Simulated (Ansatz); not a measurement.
**BSiH2 (quartet): the correlation ladder, def2-QZVPP**

An exercise on one series of results from a longer session: the logs are not shown, and one member is left open.

The runs use Ansatz 0.2.0, Gaussian basis; def2-QZVPP, core rule «outside noble gas», up to 6 orbitals frozen.

To be run: UHF; ROHF; CCSD(T) on UHF.

2 further runs of the same task are left out: 2 set aside as unsound or not needed.

### What is computed

The geometry is a PBE0/def2-TZVP stationary point (not a proven minimum) of the parent state, kept for this charge and spin.

4 atoms, charge 0, spin multiplicity 4.

Atoms are counted from 1 here; the program's logs count them from 0.

Bond lengths: Si1–B2 1.925 Å, B2–H3 1.203 Å, B2–H4 1.203 Å. Angles: Si1–B2–H3 121.5°, Si1–B2–H4 121.5°, H3–B2–H4 117.1°.

Set-up of the first run:

File in.yaml:

```yaml
crystal:
  periodic: [false, false, false]
  atoms:
    - {symbol: Si, position_ang: [0.000000, 0.000000, 0.634524]}
    - {symbol: B, position_ang: [0.000000, 0.000000, -1.290679]}
    - {symbol: H, position_ang: [0.000000, -1.025810, -1.918468]}
    - {symbol: H, position_ang: [0.000000, 1.025810, -1.918468]}
basis:
  gaussian: {orbitals: "def2-QZVPP.json"}
magnetization: {spin_polarized: true, initial_magnetization: 3}
hamiltonian: {xc: hf}
output: {orbitals: {seedname: orbitals}}
```

Started as:

```
$ ansatz run in.yaml --threads 1 --pin off --events-out ev --progress --plain --max-ram 3968MiB --backend cpu
```

Among the steps run: UHF; ROHF; CCSD(T) on UHF.

One of the session's tables, all rows but one given; the rest of the session is left out.

| method | from UCCSD(T) (kJ/mol) |
| --- | --- |
| ROHF | +562.6 |
| UHF | +559.5 |
| UMP2 | ? |
| UCCSD | +25.3 |
| UCCSD(T) | 0 |

**Question.** Estimate the row for UMP2.

As computed: from UCCSD(T) (kJ/mol): +101.8. In the column «from UCCSD(T) (kJ/mol)» it lies between UCCSD (+25.3) and UHF (+559.5).
